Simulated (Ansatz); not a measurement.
**SiHCl (SMILES [SiH]Cl): methods side by side**

SiHCl, singlet, SMILES `[SiH]Cl`. Each level relaxes the structure for itself.

Each level gives the highest harmonic wavenumber at each level's own minimum (cm⁻¹). The values are calculated.

| level | kind | program | value (cm⁻¹) | less CCSD(T)/def2-TZVP |
| --- | --- | --- | --- | --- |
| r2SCAN/def2-TZVP | meta-GGA | Ansatz | 2001 | -60 |
| B3LYP-D4/def2-TZVP | global hybrid | Ansatz | 2007 | -54 |
| PBE0-D4/def2-TZVP | global hybrid | Ansatz | 2019 | -42 |
| wB97X-V/def2-TZVP | range-separated hybrid | Ansatz | 2066 | +5 |
| CCSD(T)/def2-TZVP | coupled cluster or CI | Ansatz | 2061 | 0 |

Differences are taken from CCSD(T)/def2-TZVP for orientation; it has basis-set and higher-order errors of its own. Harmonic and unscaled. The values span 2001 to 2066 cm⁻¹.
